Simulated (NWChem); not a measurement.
System: CN, doublet; SMILES [C]#N

NWChem input:

```
start job
memory heap 200 mb stack 900 mb global 1100 mb
geometry units angstroms noautoz
  C      0.000000     0.000000    -0.623743
  N      0.000000     0.000000     0.536379
end
basis spherical
  C library pcseg-2
  N library pcseg-2
end
dft
  odft
  mult 2
  xc pbe0
  iterations 150
  mulliken
end
task dft energy
```

Excerpt of the output:

```
             Northwest Computational Chemistry Package (NWChem) 7.3.0
             --------------------------------------------------------

 ORDER OF PRIMARY AXIS IS BEING SET TO 4
 C4V symmetry detected

                             Geometry "geometry" -> ""
                             -------------------------

 Output coordinates in angstroms (scale by  1.889725989 to convert to a.u.)

  No.       Tag          Charge          X              Y              Z
 ---- ---------------- ---------- -------------- -------------- --------------
    1 C                    6.0000     0.00000000     0.00000000    -0.62468108
    2 N                    7.0000     0.00000000     0.00000000     0.53544092

 Effective nuclear repulsion energy (a.u.)      19.1578510346

      Symmetry information
      --------------------

 Group name             C4v
 Group number             18
 Group order               8
 No. of unique centers     2

                                 NWChem DFT Module
                                 -----------------

 Summary of "ao basis" -> "ao basis" (spherical)
 ------------------------------------------------------------------------------
       Tag                 Description            Shells   Functions and Types
 ---------------- ------------------------------  ------  ---------------------
 C                          pcseg-2                 10       30   4s3p2d1f
 N                          pcseg-2                 10       30   4s3p2d1f

      Symmetry analysis of basis
      --------------------------

        a1         20
        a2          0
        b1          6
        b2          6
        e          28

            General Information
            -------------------
          SCF calculation type: DFT
          Wavefunction type:  spin polarized.
          No. of atoms     :     2
          No. of electrons :    13
           Alpha electrons :     7
            Beta electrons :     6
          Charge           :     0
          Spin multiplicity:     2
          Use of symmetry is: on ; symmetry adaption is: on
          Maximum number of iterations: 150
          AO basis - number of functions:    60
                     number of shells:    20
          Convergence on energy requested:  1.00D-06
          Convergence on density requested:  1.00D-05
          Convergence on gradient requested:  5.00D-04

              XC Information
              --------------
                         PBE0 Method XC Functional
                     Hartree-Fock (Exact) Exchange  0.250
          PerdewBurkeErnzerhof Exchange Functional  0.750
            Perdew 1991 LDA Correlation Functional  1.000 local
           PerdewBurkeErnz. Correlation Functional  1.000 non-local

             Grid Information
             ----------------
          Grid used for XC integration:  medium
          Radial quadrature: Mura-Knowles
          Angular quadrature: Lebedev.
          Tag              B.-S. Rad. Rad. Pts. Rad. Cut. Ang. Pts.
          ---              ---------- --------- --------- ---------
          C                   0.70       49           7.0       434
          N                   0.65       49           7.0       434
          Grid pruning is: on
          Number of quadrature shells:    98
          Spatial weights used:  Erf1

      Superposition of Atomic Density Guess
      -------------------------------------

 Sum of atomic energies:         -91.97637921

      Non-variational initial energy
      ------------------------------

 Total energy =     -92.349003
 1-e energy   =    -161.666939
 2-e energy   =      50.160084
 HOMO         =      -0.324450
 LUMO         =       0.060927

   Symmetry analysis of molecular orbitals - initial alpha
   -------------------------------------------------------

 !! scf_movecs_sym_adapt:   12 vectors were symmetry contaminated

  Symmetry fudging

 !! scf_movecs_sym_adapt:   12 vectors were symmetry contaminated

  Numbering of irreducible representations:

     1 a1          2 a2          3 b1          4 b2          5 e

  Orbital symmetries:

     1 a1          2 a1          3 a1          4 a1          5 e
     6 e           7 a1          8 e           9 e          10 a1
    11 a1         12 e          13 e          14 a1         15 e
    16 e          17 a1

   Symmetry analysis of molecular orbitals - initial beta
   ------------------------------------------------------

 !! scf_movecs_sym_adapt:   12 vectors were symmetry contaminated

  Symmetry fudging

 !! scf_movecs_sym_adapt:   12 vectors were symmetry contaminated

  Numbering of irreducible representations:

     1 a1          2 a2          3 b1          4 b2          5 e

  Orbital symmetries:

     1 a1          2 a1          3 a1          4 a1          5 e
     6 e           7 a1          8 e           9 e          10 a1
    11 a1         12 e          13 e          14 a1         15 e
    16 e          17 a1

     ---------------------------------------------
      Total Density - Mulliken Population Analysis
     ---------------------------------------------

    Atom       Charge   Shell Charges
 -----------   ------   -------------------------------------------------------
    1 C    6     5.50   2.00  0.63  0.65  0.27  0.86  0.85  0.15  0.02  0.05  0.01
    2 N    7     7.50   2.00  0.68  0.82  0.25  1.48  1.69  0.54  0.01  0.04  0.00

     --------------------------------------------
      Spin Density - Mulliken Population Analysis
     --------------------------------------------

    Atom       Charge   Shell Charges
 -----------   ------   -------------------------------------------------------
    1 C    6     0.71   0.00  0.04  0.12  0.17  0.23  0.14  0.01  0.00  0.00  0.00
    2 N    7     0.29  -0.00 -0.00  0.01  0.00  0.17  0.12 -0.01  0.00 -0.00  0.00

   convergence    iter        energy       DeltaE   RMS-Dens  Diis-err
 ---------------- ----- ----------------- --------- --------- ---------
 d= 0,ls=0.0,diis     1    -92.5751782917 -1.12D+02  7.08D-03  1.15D-01
                                                     6.93D-03  8.61D-02
 d= 0,ls=0.0,diis     2    -92.3055665819  2.70D-01  4.18D-03  7.08D-01
                                                     6.16D-03  7.14D-01
 d= 0,ls=0.0,diis     3    -92.6248664358 -3.19D-01  7.61D-04  1.50D-02
                                                     7.28D-04  1.19D-02
 d= 0,ls=0.0,diis     4    -92.6306118044 -5.75D-03  4.18D-04  8.32D-04
                                                     4.14D-04  4.14D-04
 d= 0,ls=0.0,diis     5    -92.6313504384 -7.39D-04  3.69D-04  3.78D-04
                                                     4.36D-04  8.29D-05
  Resetting Diis
 d= 0,ls=0.0,diis     6    -92.6318235131 -4.73D-04  2.68D-04  7.26D-05
                                                     3.24D-04  8.86D-06
 d= 0,ls=0.0,diis     7    -92.6319914108 -1.68D-04  5.76D-05  8.13D-06
                                                     4.05D-05  2.92D-06
 d= 0,ls=0.0,diis     8    -92.6320080861 -1.67D-05  1.33D-05  6.83D-07
                                                     5.01D-05  6.66D-06
 d= 0,ls=0.0,diis     9    -92.6320132915 -5.21D-06  8.28D-05  1.41D-05
                                                     5.83D-05  2.22D-06
 d= 0,ls=0.0,diis    10    -92.6320267293 -1.34D-05  2.80D-05  2.78D-07
                                                     3.09D-05  1.46D-07
 d= 0,ls=0.0,diis    11    -92.6320279874 -1.26D-06  5.30D-06  3.80D-08
                                                     5.39D-06  1.71D-08
 d= 0,ls=0.0,diis    12    -92.6320280442 -5.69D-08  1.79D-06  5.19D-09
                                                     2.64D-06  3.49D-09

         Total DFT energy =      -92.632028044240
      One electron energy =     -162.517075882696
           Coulomb energy =       62.778375889679
    Exchange-Corr. energy =      -12.051179085845
 Nuclear repulsion energy =       19.157851034622

 Numeric. integr. density =       13.000000409734

                  Occupations of the irreducible representations
                  ----------------------------------------------

                     irrep           alpha         beta
                     --------     --------     --------
                     a1                5.0          4.0
                     a2                0.0          0.0
                     b1                0.0          0.0
                     b2                0.0          0.0
                     e                 2.0          2.0

                    DFT Final Alpha Molecular Orbital Analysis
                    ------------------------------------------

 Vector    5  Occ=1.000000D+00  E=-4.238518D-01  Symmetry=a1
              MO Center= -1.2D-16,  2.2D-16,  1.4D-01, r^2= 1.4D+00
   Bfn.  Coefficient  Atom+Function         Bfn.  Coefficient  Atom+Function
  ----- ------------  ---------------      ----- ------------  ---------------
    37     -0.373676  2 N  pz                 7      0.347193  1 C  pz
    40     -0.280383  2 N  pz                10      0.233566  1 C  pz
    33     -0.214899  2 N  s                  3     -0.161793  1 C  s
    34     -0.159846  2 N  s                  4     -0.148354  1 C  s
    43     -0.115544  2 N  pz                32     -0.103595  2 N  s

 Vector    6  Occ=1.000000D+00  E=-4.073550D-01  Symmetry=e
              MO Center=  6.0D-16, -4.0D-16, -6.0D-03, r^2= 1.1D+00
   Bfn.  Coefficient  Atom+Function         Bfn.  Coefficient  Atom+Function
  ----- ------------  ---------------      ----- ------------  ---------------
    35      0.311945  2 N  px                 5      0.300813  1 C  px
    38      0.270471  2 N  px                 8      0.250515  1 C  px
    36     -0.133616  2 N  py                 6     -0.128847  1 C  py
    39     -0.115851  2 N  py                 9     -0.107303  1 C  py
    41      0.103508  2 N  px                11      0.066195  1 C  px

[...]
```

Level: PBE0/pcseg-2, spin-unrestricted. The geometry was optimised at PBE0-D3(BJ)/def2-TZVP, spin-unrestricted. No stability test was run on the SCF state.
